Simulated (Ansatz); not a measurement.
# B2+ (doublet): the correlation ladder, def2-TZVPP

An exercise on one series of results from a longer session: the logs are not shown, and one member is left open.

Program: Ansatz 0.2.0, Gaussian basis. Level of theory: def2-TZVPP, core rule «outside noble gas», up to 2 orbitals frozen. These are calculated values, not measurements.

The runs, in order: UHF; ROHF; CCSD(T) on UHF.

2 further runs of the same task are left out: 2 set aside as unsound or not needed.

## The geometry

The geometry is a PBE0/def2-TZVP stationary point (not a proven minimum) of the parent state, kept for this charge and spin.

2 atoms, charge 1, spin multiplicity 2.

Atoms are counted from 1 here; the program's logs count them from 0.

Bond lengths: B1–B2 1.562 Å.

The first run:

File in.yaml:

```yaml
crystal:
  periodic: [false, false, false]
  atoms:
    - {symbol: B, position_ang: [0.000000, 0.000000, 0.000000]}
    - {symbol: B, position_ang: [0.000000, 0.000000, 1.561787]}
basis:
  gaussian: {orbitals: def2-TZVPP}
total_charge: 1
magnetization: {spin_polarized: true, initial_magnetization: 1}
hamiltonian: {xc: hf}
output: {orbitals: {seedname: orbitals}}
```

Run with:

```console
$ ansatz run in.yaml --threads 1 --pin off --events-out ev --progress --plain --max-ram 4096MiB --backend cpu
```

Steps of the session up to this table: UHF; ROHF; CCSD(T) on UHF.

One of the session's tables, all rows but one given; the rest of the session is left out.

```
  method  from UCCSD(T) (kcal/mol)
    ROHF                   +110.72
     UHF                    +63.92
    UMP2                    +22.07
   UCCSD                         ?
UCCSD(T)                         0
```

**Question.** Estimate the row for UCCSD.

**Answer.** from UCCSD(T) (kcal/mol): +3.69. In the column «from UCCSD(T) (kcal/mol)» it lies between UCCSD(T) (0) and UMP2 (+22.07).

The program flags UCCSD(T) as in doubt (see the logs), so the zero of the table is itself unsure.

Caveats from the session: The determinant is far from a pure spin state, so its energy mixes those of several spin states (harmless only where they are near-degenerate, as at dissociation). The program flags UCCSD(T) as in doubt, so the zero of the table is itself unsure.
